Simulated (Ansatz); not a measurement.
**Interaction energy ladder**

The pair of HCl (SMILES Cl, atoms 1–2) and CH3F (SMILES CF, atoms 3–7), both closed shells, in one local arrangement (a lower one may exist), relaxed at PBE0-D4/def2-TZVP:

Cl1  (-0.566, -0.186, -2.766)
H2  (-0.017, 0.411, -1.765)
C3  (0.093, -0.092, 0.952)
F4  (0.550, 0.844, 0.034)
H5  (-0.509, 0.424, 1.701)
H6  (0.957, -0.568, 1.419)
H7  (-0.509, -0.833, 0.425)
(Å)

Ansatz 0.2.0; basis: def2-TZVPPD, with def2-QZVPPD for the basis limit; cores frozen in the correlated methods. B3LYP uses VWN-RPA correlation. Extrapolation: Hartree–Fock as exp(−7.88 √X), correlation as X^−2.97. Interaction energies count from these two fragments, frozen as in the pair, with the counterpoise correction; negative means bound.

Q: What is the interaction energy by CCSD(T) at an estimated basis limit (MP2 extrapolated from triple and quadruple zeta, plus CCSD(T) − MP2 in triple zeta)? (Judge from chemistry; the value comes from the calculation.)

A: By the calculation: -15.6 kJ/mol. Hartree–Fock alone gives -7.3 kJ/mol at the basis limit. It counts from the two fragments frozen as in the pair.

The same quantity by other methods in triple zeta, and each one's difference from that estimate:
| method | E_int (kJ/mol) | difference |
| --- | --- | --- |
| PBE-D4 | -16.5 | -0.9 |
| revPBE-D4 | -13.3 | 2.3 |
| BLYP-D4 | -14.7 | 0.9 |
| r2SCAN-D4 | -16.7 | -1.1 |
| B97M-V | -16.2 | -0.6 |
| PBE0-D4 | -16.0 | -0.5 |
| B3LYP-D4 | -15.6 | 0.0 |
| HSE06-D4 | -16.0 | -0.4 |
| wB97X-V | -15.4 | 0.1 |
| wB97M-V | -15.2 | 0.4 |
| B2PLYP | -13.0 | 2.5 |
| HF | -7.3 | 8.3 |
| MP2 | -14.6 | 0.9 |
| CCSD | -12.3 | 3.3 |
| CCSD(T) | -13.5 | 2.0 |
Differences are method less estimate.

Q: Which atoms make the shortest contact between the fragments?

A: H2 and F4, 1.94 Å apart.

Basis-set superposition shift (counterpoise-corrected less uncorrected): CCSD(T) 2.5; MP2 2.4; HF 0.2; PBE0-D4 0.4; wB97M-V 0.3 kJ/mol.

T1 diagnostic: at most 0.011.

For scale, one of the runs: CCSD(T)/def2-TZVPPD, 196 basis functions, launched by `ansatz run in.yaml --threads 2 --pin off --events-out ev --progress --plain --max-ram 5222MiB`. Time: 55 s of wall clock on 2 CPU threads of an Arm Neoverse V2; the host was shared. Peak host memory: 2.3 GiB.
